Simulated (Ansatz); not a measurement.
# Bulk modulus B0 of elemental solids other than molecular ones

Method: r²SCAN in Ansatz (plane waves, PAW). References are measured values corrected to a static lattice. The table is a random draw of 14 from 38 solids with such references.

Values in GPa.

```
solid                              reference  r²SCAN  error (%)
--------------------------  ----------------  ------  ---------
hcp Hf                                   110     110        0.0
fcc Cu                                   144     162      +12.5
bcc Mo                         265 (265–278)     271       +2.3
bcc Cs                      2.11 (2.11–2.35)    1.85      -12.3
hcp Re                                   369     388       +5.1
bcc Ba                      9.34 (9.34–10.6)    8.39      -10.2
hcp Tc                                   303     320       +5.6
fcc Ir                                   365     377       +3.3
fcc Al                      80.8 (77.1–82.0)    92.8      +14.9
hcp Mg                                 38.6¶    39.6       +2.6
bcc Ta                                   198     201       +1.5
hcp Y                       41.7 (37.3–41.7)    40.6       -2.6
fcc Au                                   182     154      -15.4
body-centred tetragonal In             44.7¶    42.3       -5.4
```

Over these 14 solids the mean error is +0.1 %, the mean absolute error 6.7 % (median 5.3 %), and the worst case fcc Au at -15.4 %; the value is too high in 8 of 14 cases. Over all 38, from unrounded values, the mean error is -0.4 % and the mean absolute error 7.1 % (median 5.7 %).

All these references are brought to a static lattice.

Spin–orbit coupling is left out, also for the solids with elements from indium on (hcp Hf, bcc Cs, hcp Re, bcc Ba, fcc Ir, bcc Ta, fcc Au, body-centred tetragonal In); its size isn't shown.

¶ marks references of a special kind: hcp Mg, 38.6 GPa (measured, copied from a table, unchecked, extrapolated to 0 K and zero-point effects removed; as tabulated in Lejaeghere et al. (2013), arXiv:1204.2733); body-centred tetragonal In, 44.7 GPa (measured, copied from a table, unchecked, extrapolated to 0 K and zero-point effects removed; as tabulated in Lejaeghere et al. (2013), arXiv:1204.2733).

In Ansatz's fits of the non-cubic solids, shape and atoms are relaxed at each volume.

Brackets give the range of the sources taken for a reference, where it is wide; it can hold other temperatures.

Differences are worked out from the printed values.

Each level is taken at its own relaxed cell. Ansatz's density-functional and Hartree–Fock values are scalar-relativistic unless marked +SOC, with PAW data made under PBE.

Ansatz's runs of these crystals have no spin polarisation. Meta-GGAs and exact exchange favour moments, which can bear on hcp Y.

Not in this set, of the elemental solids other than molecular ones with a reference value in our tables and a result at some level: 6 for sources at odds; 4 for a reference at room or unstated temperature; 1 for a value of another source that differs by over 15 % in a way that heat doesn't explain. These can be a level's best or worst cases. Solids without a released value at any level aren't counted. Layered and molecular crystals are counted apart. The metals Ce to Yb are counted apart.

References as tabulated in doi:10.1021/acs.jctc.3c00612; Levämäki et al. (2014), arXiv:1402.3671; Mejia-Rodriguez and Trickey (2018), arXiv:1807.09216; Lejaeghere et al. (2013), arXiv:1204.2733.

Ansatz is a first-principles code.
